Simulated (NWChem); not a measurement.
Species: hydrogen fluoride (HF); SMILES F

```xyz
2

F      0.0000     0.0000     0.0944
H      0.0000     0.0000    -0.8404
```
Atoms are numbered in this order, from 1.

Results from NWChem. Geometry optimised at B3LYP/6-31G*; all other runs use it. Pople sets run with spherical d functions.

```
quantity                                                                                                            level  value
----------------------------------------------------  -------------------------------------------------------------------  -----
isotropic polarisability (bohr³) at 589 nm                                                               B3LYP/def2-TZVPD      …
first state with f > 0.002 (eV), F K edge, unshifted                                                    PBE/6-311G**, TDA  659.3
dipole (D)                                            LC-wPBE (HJS exchange hole, range parameter 0.4 per bohr)/def2-TZVP      …
dipole in solution (D) in diethyl ether                                                              M05-2X/def2-SVP, SMD   2.11
highest harmonic frequency (cm⁻¹)                                                                            B3LYP/6-31G*   3952
```

Problem. Complete the blanks.

Solution. 
- isotropic polarisability (bohr³) at 589 nm, value: 5.9
- dipole (D), value: 1.96
